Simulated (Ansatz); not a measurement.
Working through a ladder of basis sets of C₃H₅ (charge +1), SMILES C=C[CH2+]

Program: the Ansatz DFT code, driven from Python.

Interactive session:
```pycon
>>> import ansatz as az
>>> LEVEL = "MP2"
>>> NET_CHARGE = 1
>>> geometry = (
...     az.Crystal.molecule()
...     .atom("C", (-0.43168, 0.9292, -0.64004))
...     .atom("C", (0.28837, 0.27073, 0.33313))
...     .atom("C", (0.24632, -1.10319, 0.42606))
...     .atom("H", (-1.04587, 0.3901, -1.3545))
...     .atom("H", (-0.40864, 2.01045, -0.72629))
...     .atom("H", (0.89289, 0.83945, 1.03256))
...     .atom("H", (-0.34801, -1.70061, -0.25788))
...     .atom("H", (0.80663, -1.63612, 1.18696))
... )
>>> calc = (
...     geometry.calculation()
...     .correlation(LEVEL)
...     .charge(NET_CHARGE)
...     .scf(lower_state_search="off")
... )
>>> energies = {}
>>> for basis in ["cc-pVDZ", "cc-pVTZ"]:
...     rep = calc.basis(gaussian=basis).run(threads=1).report
...     size = rep["n_frozen"] + rep["n_occupied"][0] + rep["n_virtual"][0]
...     energies[basis] = (rep["reference_energy_ev"] / 27.211386246, rep["free_energy_ev"] / 27.211386246)
...     print(f"{basis:14s} {size:4d} orbitals  reference {energies[basis][0]:14.6f} Ha  total {energies[basis][1]:14.6f} Ha")
...
cc-pVDZ          67 orbitals  reference    -116.202194 Ha  total    -116.572274 Ha
cc-pVTZ         160 orbitals  reference    -116.233815 Ha  total    -116.685193 Ha
>>> # correlation energy at the basis limit from E(X) = E + A / X^3
>>> small, large = (energies[b][1] - energies[b][0] for b in ("cc-pVDZ", "cc-pVTZ"))
>>> limit = (3 ** 3 * large - 2 ** 3 * small) / (3 ** 3 - 2 ** 3)
>>> print(f"correlation energy: {small:.6f} and {large:.6f} Ha, extrapolated {limit:.6f} Ha")
correlation energy: -0.370080 and -0.451378 Ha, extrapolated -0.485608 Ha
>>> print(f"share caught by the larger set: {100 * large / limit:.1f} %")
share caught by the larger set: 93.0 %
```

Against cc-pVDZ: cc-pVTZ -112.9 mHa. The last step alone is -112.92 mHa.

These settings explore the input space; basis and method may be short of convergence. The geometry is a force-field or estimated start, not a minimum of this method, and the last set is no limit. Much of the fall in a total is atomic energy, which cancels in bond and reaction energies. Inner cores stay frozen, so this is valence correlation. An extrapolation from small basis sets is rough. The whole script took 2 s on 1 thread of Arm Neoverse V2, on a shared host, peak memory 0.27 GiB.
